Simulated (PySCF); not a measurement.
C2H3, SMILES [CH]=C, multiplicity 2. Atoms are numbered in the order given.

```xyz
5

C      0.1427    -0.7085     0.0000
C     -0.0293     0.5883     0.0000
H     -0.4589    -1.6139     0.0000
H     -1.0322     1.0440     0.0000
H      0.8110     1.2913     0.0000
```
Charge 0, spin multiplicity 2.

Geometry optimised at PBE-D3(BJ)/def2-TZVP. The isomer is the one that the SMILES or the coordinates give; other isomers of the formula were not compared.

Level of theory: PySCF with PBE0/pcH-1.

Unrestricted Kohn–Sham, ⟨S²⟩ = 0.766. Hyperfine tensors hold the contact and dipolar terms, without spin-orbit corrections.

Problem. Estimate the hyperfine couplings. (Estimate from the structure and the level; the computed values follow.)

Solution. 
```csv
nucleus,A(iso) (MHz),A(iso) (G),dipolar principal values (MHz)
13C no. 1,320.9,114.5,"-84.6, -54.6, 139.2"
13C no. 2,-23.8,-8.5,"-24.2, 4.8, 19.4"
1H no. 3,32.2,11.5,"-31.2, -8.3, 39.6"
1H no. 4,178.1,63.5,"-4.9, -2.1, 7.0"
1H no. 5,111.5,39.8,"-6.3, -6.0, 12.2"
```

Problem. And the g tensor (effective nuclear charges for spin-orbit coupling, GIAO)? (The exact figures need the calculation; the answer reports its results.)

Solution. principal values 2.0015, 2.0022, 2.0029; isotropic 2.0022.
